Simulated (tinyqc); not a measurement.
Inside a calculation. Method: RKS/B3LYP (VWN-RPA form) in the sto-3g basis, for H2O, spin multiplicity 1. One step of it, computed by the program tinyqc.

Question. Iteration 2: building the Kohn-Sham matrix. J_ij = sum D_kl (ij|kl), K_ij = sum D_kl (ik|jl); F = H + J - 0.1 K + V_xc; E = tr D H + tr D J / 2 - 0.05 tr D K + E_xc + E_nn.

D after iteration 1, lower triangle:
```
            1O 1s      1O 2s     1O 2px     1O 2py    1O 2pz      2H 1s     3H 1s
1O 1s    2.113330
1O 2s   -0.476531   2.066842
1O 2px   0.001448  -0.011174   1.999824
1O 2py   0.007776  -0.050179  -0.012251   1.483633
1O 2pz   0.054952  -0.352844  -0.008338  -0.096715  1.586235
2H 1s   -0.013654  -0.039806   0.024764   0.382019  0.345151   0.187233
3H 1s   -0.018574   0.024150  -0.004489  -0.285023  0.236397  -0.020564  0.086886
```

core Hamiltonian H = T + V (hartree), lower triangle:
```
             1O 1s      1O 2s     1O 2px     1O 2py     1O 2pz      2H 1s      3H 1s
1O 1s   -32.804579
1O 2s    -7.632608  -9.409250
1O 2px    0.000000   0.000000  -7.518207
1O 2py    0.000000   0.000000   0.000000  -7.678534
1O 2pz   -0.024140  -0.275691   0.000000   0.000000  -7.650227
2H 1s    -2.055619  -4.204972   0.000000  -2.053422  -1.970197  -5.396678
3H 1s    -2.055619  -4.204972   0.000000   2.053422  -1.970197  -2.168427  -5.396678
```

Two-electron integrals (ij|kl) in chemists' order, unique and non-zero (hartree):
```
(11|11) 4.785065    (21|11) 0.741380    (21|21) 0.136873    (22|11) 1.118947
(22|21) 0.256633    (22|22) 0.817206    (31|31) 0.024477    (32|31) 0.037809
(32|32) 0.180518    (33|11) 1.115814    (33|21) 0.256684    (33|22) 0.817023
(33|33) 0.880159    (41|41) 0.024477    (42|41) 0.037809    (42|42) 0.180518
(43|43) 0.047444    (44|11) 1.115814    (44|21) 0.256684    (44|22) 0.817023
(44|33) 0.785270    (44|44) 0.880159    (51|51) 0.024477    (52|51) 0.037809
(52|52) 0.180518    (53|53) 0.047444    (54|54) 0.047444    (55|11) 1.115814
(55|21) 0.256684    (55|22) 0.817023    (55|33) 0.785270    (55|44) 0.785270
(55|55) 0.880159    (61|11) 0.201783    (61|21) 0.036897    (61|22) 0.068599
(61|33) 0.068473    (61|41) 0.001241    (61|42) 0.002310    (61|44) 0.068685
(61|51) 0.001126    (61|52) 0.002096    (61|54) 0.000192    (61|55) 0.068647
(61|61) 0.010073    (62|11) 0.452492    (62|21) 0.104911    (62|22) 0.365424
(62|33) 0.359564    (62|41) 0.005757    (62|42) 0.042502    (62|44) 0.369022
(62|51) 0.005224    (62|52) 0.038567    (62|54) 0.008583    (62|55) 0.367352
(62|61) 0.028742    (62|62) 0.196104    (63|31) 0.011434    (63|32) 0.064872
(63|43) 0.009008    (63|53) 0.008174    (63|63) 0.029224    (64|11) 0.228791
(64|21) 0.053777    (64|22) 0.200146    (64|33) 0.190905    (64|41) 0.014053
(64|42) 0.087213    (64|44) 0.214126    (64|51) 0.002377    (64|52) 0.020273
(64|54) 0.012898    (64|55) 0.195192    (64|61) 0.015437    (64|62) 0.130489
(64|64) 0.115170    (65|11) 0.207614    (65|21) 0.048799    (65|22) 0.181620
(65|33) 0.173234    (65|41) 0.002377    (65|42) 0.020273    (65|44) 0.177958
(65|51) 0.013590    (65|52) 0.083268    (65|54) 0.013294    (65|55) 0.193472
(65|61) 0.014008    (65|62) 0.118411    (65|64) 0.077990    (65|65) 0.099995
(66|11) 0.565469    (66|21) 0.133220    (66|22) 0.528054    (66|33) 0.506557
(66|41) 0.010167    (66|42) 0.100433    (66|44) 0.541588    (66|51) 0.009226
(66|52) 0.091136    (66|54) 0.031788    (66|55) 0.535403    (66|61) 0.036893
(66|62) 0.344028    (66|64) 0.261855    (66|65) 0.237616    (66|66) 0.774606
(71|11) 0.201783    (71|21) 0.036897    (71|22) 0.068599    (71|33) 0.068473
(71|41) -0.001241   (71|42) -0.002310   (71|44) 0.068685    (71|51) 0.001126
(71|52) 0.002096    (71|54) -0.000192   (71|55) 0.068647    (71|61) 0.009939
(71|62) 0.027966    (71|64) 0.013617    (71|65) 0.013633    (71|66) 0.035460
(71|71) 0.010073    (72|11) 0.452492    (72|21) 0.104911    (72|22) 0.365424
(72|33) 0.359564    (72|41) -0.005757   (72|42) -0.042502   (72|44) 0.369022
(72|51) 0.005224    (72|52) 0.038567    (72|54) -0.008583   (72|55) 0.367352
(72|61) 0.027966    (72|62) 0.165833    (72|64) 0.074908    (72|65) 0.097681
(72|66) 0.247185    (72|71) 0.028742    (72|72) 0.196104    (73|31) 0.011434
(73|32) 0.064872    (73|43) -0.009008   (73|53) 0.008174    (73|63) 0.024122
(73|73) 0.029224    (74|11) -0.228791   (74|21) -0.053777   (74|22) -0.200146
(74|33) -0.190905   (74|41) 0.014053    (74|42) 0.087213    (74|44) -0.214126
(74|51) -0.002377   (74|52) -0.020273   (74|54) 0.012898    (74|55) -0.195192
(74|61) -0.013617   (74|62) -0.074908   (74|64) -0.009927   (74|65) -0.042985
(74|66) -0.095296   (74|71) -0.015437   (74|72) -0.130489   (74|74) 0.115170
(75|11) 0.207614    (75|21) 0.048799    (75|22) 0.181620    (75|33) 0.173234
(75|41) -0.002377   (75|42) -0.020273   (75|44) 0.177958    (75|51) 0.013590
(75|52) 0.083268    (75|54) -0.013294   (75|55) 0.193472    (75|61) 0.013633
(75|62) 0.097681    (75|64) 0.042985    (75|65) 0.080803    (75|66) 0.160923
(75|71) 0.014008    (75|72) 0.118411    (75|74) -0.077990   (75|75) 0.099995
(76|11) 0.216352    (76|21) 0.050628    (76|22) 0.191059    (76|33) 0.186403
(76|44) 0.189594    (76|51) 0.003992    (76|52) 0.034757    (76|55) 0.196979
(76|61) 0.013772    (76|62) 0.103095    (76|64) 0.058560    (76|65) 0.070010
(76|66) 0.187109    (76|71) 0.013772    (76|72) 0.103095    (76|74) -0.058560
(76|75) 0.070010    (76|76) 0.064821    (77|11) 0.565469    (77|21) 0.133220
(77|22) 0.528054    (77|33) 0.506557    (77|41) -0.010167   (77|42) -0.100433
(77|44) 0.541588    (77|51) 0.009226    (77|52) 0.091136    (77|54) -0.031788
(77|55) 0.535403    (77|61) 0.035460    (77|62) 0.247185    (77|64) 0.095296
(77|65) 0.160923    (77|66) 0.387047    (77|71) 0.036893    (77|72) 0.344028
(77|74) -0.261855   (77|75) 0.237616    (77|76) 0.187109    (77|77) 0.774606
```

nuclear repulsion = 9.91608970 hartree

V_xc (hartree), lower triangle:
```
            1O 1s      1O 2s     1O 2px     1O 2py     1O 2pz      2H 1s      3H 1s
1O 1s   -2.516531
1O 2s   -0.350269  -0.674134
1O 2px   0.000043   0.000223  -0.672343
1O 2py   0.000170  -0.000242   0.000282  -0.666673
1O 2pz   0.001246   0.000496   0.000206   0.001682  -0.667507
2H 1s   -0.095903  -0.285501   0.000078  -0.152719  -0.139126  -0.380669
3H 1s   -0.095963  -0.283196   0.000057   0.149645  -0.136914  -0.135488  -0.363909
```

E_xc = sum of w rho eps_xc = -7.95451356 hartree

Give: Coulomb J; exchange K; Kohn-Sham matrix F; total energy of this density.

Answer.

Coulomb J (hartree), lower triangle:
```
          1O 1s    1O 2s   1O 2px   1O 2py  1O 2pz   2H 1s   3H 1s
1O 1s   18.0410
1O 2s    3.4253   8.5505
1O 2px  -0.0003  -0.0013   8.5446
1O 2py   0.0001   0.0085  -0.0006   8.5413
1O 2pz  -0.0029   0.0229  -0.0005  -0.0017  8.5419
2H 1s    0.9227   3.7709  -0.0005   2.0450  1.8645  5.3936
3H 1s    0.9227   3.7614  -0.0004  -2.0294  1.8576  1.9504  5.3502
```

exchange K (hartree), lower triangle:
```
         1O 1s    1O 2s   1O 2px   1O 2py  1O 2pz   2H 1s   3H 1s
1O 1s   9.8040
1O 2s   1.6883   2.7792
1O 2px  0.0000  -0.0021   2.3204
1O 2py  0.0015  -0.0025  -0.0044   2.1938
1O 2pz  0.0040  -0.0312  -0.0033  -0.0341  2.2136
2H 1s   0.4747   1.2640   0.0037   0.6537  0.5996  1.1600
3H 1s   0.4748   1.2562  -0.0009  -0.6246  0.5772  0.5761  1.0767
```

Kohn-Sham matrix F (hartree), lower triangle:
```
           1O 1s    1O 2s   1O 2px   1O 2py   1O 2pz    2H 1s    3H 1s
1O 1s   -18.2605
1O 2s    -4.7264  -1.8108
1O 2px   -0.0003  -0.0009   0.1220
1O 2py    0.0001   0.0085   0.0001  -0.0233
1O 2pz   -0.0262  -0.2492   0.0001   0.0034   0.0028
2H 1s    -1.2763  -0.8460  -0.0008  -0.2266  -0.3048  -0.4998
3H 1s    -1.2764  -0.8524  -0.0003   0.2362  -0.3072  -0.4112  -0.5180
```

total energy of this density = -75.004229 hartree
